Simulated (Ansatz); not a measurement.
**BSiHO (triplet): from Hartree-Fock to the top rungs at distance O2–Si3 = 4.467 Å, cc-pVDZ**

An exercise on one series of results from a longer session: the logs are not shown, and one member is left open.

Computed with Ansatz 0.2.0, Gaussian basis. Level: cc-pVDZ, core rule «outside noble gas», up to 7 orbitals frozen.

Plan: UHF; CCSD(T) on ROHF; CCSD(T) on UHF; BCCD(T) on ROHF; CISD; CCSDT(Q) on ROHF; CCSDT(Q) on UHF; CASSCF and MRCISD+Q, 4 electrons in 4 orbitals; CASSCF and NEVPT2, 4 electrons in 4 orbitals.

13 further runs of the same task are left out: 12 that didn't finish, 1 set aside as unsound or not needed.

### What is computed

The geometry derives from a PBE0/def2-TZVP stationary point (not a proven minimum). One bond is set to the value named and the two fragments are kept rigid.

4 atoms, charge 0, spin multiplicity 3.

Atoms are counted from 1 here; the program's logs count them from 0.

Bond lengths: B1–O2 1.301 Å, B1–H4 1.196 Å. Angles: O2–B1–H4 128.4°.

Coordinates:

```
B     0.00000   -0.31359    1.55768
O    -0.00003   -0.19561    0.26179
Si    0.00003   -0.04291   -4.20260
H    -0.00001    0.55211    2.38314
```

The first run:

in.yaml

```yaml
crystal:
  periodic: [false, false, false]
  atoms:
    - {symbol: B, position_ang: [0.000003, -0.313593, 1.557678]}
    - {symbol: O, position_ang: [-0.000027, -0.195609, 0.261786]}
    - {symbol: Si, position_ang: [0.000029, -0.042912, -4.202604]}
    - {symbol: H, position_ang: [-0.000005, 0.552114, 2.383141]}
basis:
  gaussian: {orbitals: cc-pVDZ}
magnetization: {spin_polarized: true, initial_magnetization: 2}
hamiltonian: {xc: hf}
output: {orbitals: {seedname: orbitals}}
```

Run with:

```console
> ansatz run in.yaml --threads 1 --pin off --events-out ev --progress --plain --max-ram 2393MiB
```

Steps of the session up to this table: UHF; CCSD(T) on ROHF; CCSD(T) on UHF; BCCD(T) on ROHF; CISD; CCSDT(Q) on ROHF; CCSDT(Q) on UHF; CASSCF and MRCISD+Q, 4 electrons in 4 orbitals; CASSCF and NEVPT2, 4 electrons in 4 orbitals.

One table of the session follows, with a row left open; its other results are not shown here.

```
       method  from RCCSDT(Q) (kJ/mol)
         ROHF                   +982.8
          UHF                   +970.7
         RMP2                   +102.9
         UMP2                   +157.3
         CISD                   +145.3
        RCCSD                    +41.7
        UCCSD                    +42.1
     RCCSD(T)                     +5.6
     UCCSD(T)                     +9.3
      BCCD(T)                     +5.7
       RCCSDT                        ?
       UCCSDT                     +2.5
    RCCSDT(Q)                        0
    UCCSDT(Q)                     -2.4
  CASSCF pair                   +888.3
  NEVPT2 pair                   +116.5
  MRCISD pair                   +124.0
MRCISD+Q pair                    +26.2
```

**Question.** Estimate the row for RCCSDT.

As computed: from RCCSDT(Q) (kJ/mol): +2.7. In the column «from RCCSDT(Q) (kJ/mol)» it lies between UCCSDT (+2.5) and RCCSD(T) (+5.6).

Caveats from the session: Restricted and unrestricted rows rest on different reference determinants; where their highest levels disagree by more than a few hundredths of an eV, they describe different states and don't form one ladder.
